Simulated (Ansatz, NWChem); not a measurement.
**Heat of formation of C2H2O (ethenone) from total energies**

The species is C2H2O (5 atoms), meant as a singlet with charge 0. SMILES: `C=C=O`. The coordinates come from a PBE0-D4/def2-TZVP relaxation.

Total energies at SVWN5/aug-cc-pVDZ (NWChem 7.3.0); the atoms run unrestricted:

| species | state | energy (Eh) |
| --- | --- | --- |
| C2H2O | singlet | -151.364729 |
| C | triplet | -37.460433 |
| O | triplet | -74.504576 |
| H | doublet | -0.478010 |

Harmonic wavenumbers at PBE0-D4/def2-TZVP, in cm⁻¹: 443, 559, 594, 984, 1181, 1408, 2254, 3204, 3303.

Measured heats of formation of the gaseous atoms at 298.15 K, in kJ/mol: C 716.9, O 249.2, H 218.0. Spin-orbit lowering of the atoms at 298 K (mean of the ground term's levels less their thermal mean, from spectra), in kJ/mol: C 0.02, O 0.40. Take 1 Eh = 2625.50 kJ/mol, 1 cm⁻¹ = 0.0119627 kJ/mol, RT = 2.479 kJ/mol.

Question: Work out the heat of formation of the gas at 298 K.

Answer: 
1. Electronic atomisation energy: 2 × (-37.460433) + (-74.504576) + 2 × (-0.478010) − (-151.364729) = 0.983267 Eh = 2581.6 kJ/mol.
2. Zero-point energy: half the sum of the wavenumbers, 6965 cm⁻¹ = 83.3 kJ/mol.
3. Thermal vibrational enthalpy, Σ hcν̃/(exp(hcν̃/kT) − 1): 1.8 kJ/mol. Translation, rotation and pV of a non-linear molecule: 4 RT = 9.9 kJ/mol.
4. The 5 free atoms carry 5/2 RT each: 31.0 kJ/mol.
5. Spin-orbit coupling lowers the free atoms by 2 × 0.02 + 0.40 = 0.4 kJ/mol.
6. Atomisation enthalpy at 298 K: 2581.6 − 0.4 − 83.3 − 1.8 − 9.9 + 31.0 = 2517.2 kJ/mol.
7. Sum of the atoms' heats of formation: 2119.0 kJ/mol. Heat of formation: 2119.0 − 2517.2 = -398.2 kJ/mol.

The tabulated value is -48.6 kJ/mol (Active Thermochemical Tables), so this level is off by -349.6 kJ/mol, or 16.1 % of the atomisation enthalpy. The LDA overbinds, which puts heats of formation too low. Anharmonicity and any spin-orbit splitting of the molecule are left out.
